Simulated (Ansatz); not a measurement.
## How the longitudinal phonon frequency at X of fcc Ir moves with the method

No measured value is used here.

```
level (code)     value (cm⁻¹)  cell (Å³/atom)
---------------  ------------  --------------
LDA (Ansatz)                ?           13.84
PBE (Ansatz)              183           14.50
PBEsol (Ansatz)           194           14.05
r²SCAN (Ansatz)           190           14.20
```

Task: Fill in the missing entries.

Result: 
- LDA (Ansatz, a first-principles code), value (cm⁻¹): 198

Density-functional levels without +SOC have no spin–orbit coupling. Each level is taken at its own relaxed cell. Cutoffs differ between the levels. Ansatz's density-functional and Hartree–Fock values are scalar-relativistic unless marked +SOC, with PAW data made under PBE.
